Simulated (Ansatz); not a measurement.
C₂H₆B (charge -1), SMILES [BH3-]C=C, a nudged elastic band for an internal rotation

Computed with Ansatz's Python interface.

`c2h6b.xyz`
```text
9

B    -1.13900    0.03720   -0.22230
C     0.22910   -0.23270    0.51590
C     1.39630    0.10280   -0.03780
H    -2.04150   -0.34220    0.45680
H    -1.26570    1.20530   -0.42230
H    -1.15930   -0.54800   -1.26040
H     0.21520   -0.70160    1.49490
H     1.44200    0.57320   -1.01620
H     2.32290   -0.09410    0.49150
```

Notebook, run cell by cell (the value of a cell's last expression is shown):

In [1]:
```python
import ansatz as az
import numpy as np

BASIS_SET = "6-31G*"
FUNCTIONAL = "PBE"
CHARGE = -1
```

In [2]:
```python
geometry = az.Crystal.molecule_from_extxyz("c2h6b.xyz")
```

In [3]:
```python
model = (
    geometry.calculation()
    .basis(gaussian=BASIS_SET)
    .functional(FUNCTIONAL)
    .charge(CHARGE)
    .accuracy("medium")  # preset for grids and thresholds
)
symbols = [site.symbol for site in geometry.cartesian_sites]
start = np.array([site.position_ang for site in geometry.cartesian_sites], dtype=float)
report = model.relax(force_tolerance=0.005, max_steps=100).run(threads=1).report
end = np.array(report["positions_ang"])
```

In [4]:
```python
# a third of a turn moves each of the three like atoms to the place of the next
first, second, third = [3, 4, 5]
turned = end.copy()
turned[[first, second, third]] = end[[second, third, first]]
listed = lambda xyz: [{"symbol": s, "position_ang": p.tolist()} for s, p in zip(symbols, xyz)]
deck = model.input().to_dict()
deck["crystal"]["atoms"] = listed(end)
deck["neb"] = {"final_atoms": listed(turned), "images": 4, "initial_path": "idpp", "f_tol": 0.03, "max_iterations": 40}
rounds = []
band = az.Session.from_dict(deck).plan().execute(on_event=lambda e: rounds.append(e["data"]) if e["event"] == "neb_iteration" else None)
for each in rounds:
    print(f"round {each['iteration']:2d}  largest band force {each['band_force_max_ev_ang']:.4f} eV/A")
images = rounds[-1]["images"]
for image in images:
    print(f"s = {image['path_coordinate_ang']:6.3f} A   {96.485332 * (image['lagrangian_ev'] - images[0]['lagrangian_ev']):8.3f} kJ/mol")
```
```text
round  1  largest band force 0.6552 eV/A
round  2  largest band force 0.3473 eV/A
round  3  largest band force 0.2870 eV/A
round  4  largest band force 0.2032 eV/A
round  5  largest band force 0.0426 eV/A
round  6  largest band force 0.0111 eV/A
s =  0.000 A      0.000 kJ/mol
s =  0.529 A      2.667 kJ/mol
s =  1.057 A      8.170 kJ/mol
s =  1.586 A     10.954 kJ/mol
s =  2.375 A      5.392 kJ/mol
s =  3.164 A     -0.001 kJ/mol
```

What to keep in mind:
- The settings weren't tested for convergence.
- The energies are electronic: no zero-point or thermal terms, and the basis set is short of its limit.
- Anions want diffuse functions, which this basis lacks.
- Timing: 67 s on 1 thread of Arm Neoverse V2, on a shared host, peak memory 0.18 GiB.
